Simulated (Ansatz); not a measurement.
C3H7NO, SMILES `CNC(C)=O`. Total charge 0; spin multiplicity 1. The structure was optimised at the PBE0-D4/def2-TZVP level.

```xyz
12

C    -0.685   -1.447   -1.020
N     0.181   -0.468   -0.418
C    -0.274    0.477    0.443
C     0.775    1.420    0.979
O    -1.441    0.569    0.769
H    -1.694   -1.253   -0.659
H    -0.396   -2.463   -0.737
H    -0.677   -1.369   -2.110
H     1.161   -0.481   -0.637
H     0.782    1.348    2.068
H     0.487    2.440    0.721
H     1.780    1.225    0.601
```

(1) What is the dipole moment at r2SCAN/def2-TZVPP? (An estimate is asked.)

(2) And with PBE, B3LYP, ωB97M-V? (Estimate.)

(3) Give the Mulliken charges with r2SCAN, PBE, B3LYP in def2-TZVPP. (Estimate.)

Results:

(1) Ansatz gave: 3.75 D, with components (3.27, -1.02, -1.53) D in this frame, pointing from negative to positive charge.

(2) Computed: PBE 3.66 D, B3LYP 3.79 D, ωB97M-V 3.78 D.

(3) Computed: 
```json
{"atom": "C1", "r2SCAN": "-0.04", "PBE": "-0.17", "B3LYP": "-0.16"}
{"atom": "N2", "r2SCAN": "-0.22", "PBE": "-0.15", "B3LYP": "-0.20"}
{"atom": "C3", "r2SCAN": "0.31", "PBE": "0.20", "B3LYP": "0.27"}
{"atom": "C4", "r2SCAN": "-0.15", "PBE": "-0.26", "B3LYP": "-0.25"}
{"atom": "O5", "r2SCAN": "-0.41", "PBE": "-0.33", "B3LYP": "-0.38"}
{"atom": "H6", "r2SCAN": "0.09", "PBE": "0.11", "B3LYP": "0.12"}
{"atom": "H7", "r2SCAN": "0.06", "PBE": "0.10", "B3LYP": "0.10"}
{"atom": "H8", "r2SCAN": "0.06", "PBE": "0.10", "B3LYP": "0.10"}
{"atom": "H9", "r2SCAN": "0.15", "PBE": "0.14", "B3LYP": "0.14"}
{"atom": "H10", "r2SCAN": "0.07", "PBE": "0.10", "B3LYP": "0.10"}
{"atom": "H11", "r2SCAN": "0.07", "PBE": "0.10", "B3LYP": "0.10"}
{"atom": "H12", "r2SCAN": "0.02", "PBE": "0.05", "B3LYP": "0.06"}
```

B3LYP here is the variant with VWN-RPA as its local correlation; programs differ in this.
